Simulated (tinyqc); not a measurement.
Worked calculation (part 2 of 2): CIS on RHF in the sto-3g basis, for H2O, spin multiplicity 1. Computed by tinyqc, a small Python program that keeps every step (integrals from PySCF). Command: `OMP_NUM_THREADS=1 python tinyqc.py 27475 27476 out.jsonl` (the two numbers bound the seeds that draw the settings). One thread of a shared host (Intel(R) Xeon(R) Processor @ 2.60GHz), about 0.07 s of CPU time with the checks.

Geometry (angstrom):
```
atom         x          y         z
O     0.000000   0.000000  0.000000
H     0.000000   0.844000  0.549000
H     0.000000  -0.844000  0.549000
```

## CIS triplet states

CIS matrix A, triplet (hartree), lower triangle:
```
           1>6        1>7        2>6        2>7        3>6        3>7       4>6       4>7
1>6  19.995356
1>7   0.000000  20.073281
2>6   0.007024   0.000000   1.174697
2>7   0.000000   0.009708   0.000000   1.326125
3>6   0.000000  -0.009002   0.000000  -0.098797   0.582787
3>7  -0.009002   0.000000  -0.098797   0.000000   0.000000   0.717885
4>6  -0.019952   0.000000  -0.057673   0.000000   0.000000  -0.052211  0.420062
4>7   0.000000  -0.003700   0.000000   0.018789  -0.052211   0.000000  0.000000  0.532202
5>6   0.000000   0.000000   0.000000   0.000000   0.000000   0.000000  0.000000  0.000000
5>7   0.000000   0.000000   0.000000   0.000000   0.000000   0.000000  0.000000  0.000000

          5>6       5>7
5>6  0.341342
5>7  0.000000  0.468598
```

Diagonalise A (1 hartree = 27.211386 eV); each vector has its largest component positive (the first on a tie).

triplet excitation energies (eV): 9.288382  10.991560  12.751207  13.543233  16.424011  19.341990  32.595949  36.458558  544.102099  546.222068

lowest vectors:
```
      state 1   state 2   state 3   state 4    state 5    state 6
1>6  0.000000  0.001048  0.000000  0.000000   0.000000   0.000168
1>7  0.000000  0.000000  0.000000  0.000391   0.000207   0.000000
2>6  0.000000  0.097801  0.000000  0.000000   0.000000   0.178908
2>7  0.000000  0.000000  0.000000  0.048380   0.126256   0.000000
3>6  0.000000  0.000000  0.000000  0.562657   0.816169   0.000000
3>7  0.000000  0.193165  0.000000  0.000000   0.000000   0.961588
4>6  0.000000  0.976279  0.000000  0.000000   0.000000  -0.208181
4>7  0.000000  0.000000  0.000000  0.825274  -0.563851   0.000000
5>6  1.000000  0.000000  0.000000  0.000000   0.000000   0.000000
5>7  0.000000  0.000000  1.000000  0.000000   0.000000   0.000000
```
